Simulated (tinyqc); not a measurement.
Worked calculation: harmonic frequencies on the RHF/sto-3g surface (energies and gradients from PySCF), for HF, spin multiplicity 1. One step of it, computed by the program tinyqc.

Task: Normal modes. Diagonalise H_ij / sqrt(m_i m_j); the 5 smallest eigenvalues belong to translations and rotations; wavenumber = sqrt(eigenvalue / 1822.888) x 219474.63; each mode has its largest component positive (the first on a tie); zero-point energy = sum of wavenumbers / 2, with 349.755 1/cm per kcal/mol.

Hessian (symmetrised) (hartree/bohr^2), lower triangle:
```
             1Fx          1Fy          1Fz         2Hx         2Hy         2Hz
1Fx   0.00000070
1Fy   0.00000000   0.00000070
1Fz   0.00000000   0.00000000   0.72527691
2Hx  -0.00000070   0.00000000   0.00000000  0.00000070
2Hy   0.00000000  -0.00000070   0.00000000  0.00000000  0.00000070
2Hz   0.00000000   0.00000000  -0.72527691  0.00000000  0.00000000  0.72527691
```

masses (u): 1F 18.998403, 2H 1.007825

Give: eigenvalues of the mass-weighted Hessian; harmonic wavenumbers of the vibrations; mass-weighted modes; zero-point energy.

Result:

eigenvalues of the mass-weighted Hessian (hartree/(bohr^2 u)): 0.0000  0.0000  0.0000  0.0000  0.0000  0.7578

harmonic wavenumbers of the vibrations (1/cm): 4474.9

mass-weighted modes:
```
      mode 1
1Fx   0.0000
1Fy   0.0000
1Fz  -0.2244
2Hx   0.0000
2Hy   0.0000
2Hz   0.9745
```

zero-point energy = 6.3973 kcal/mol
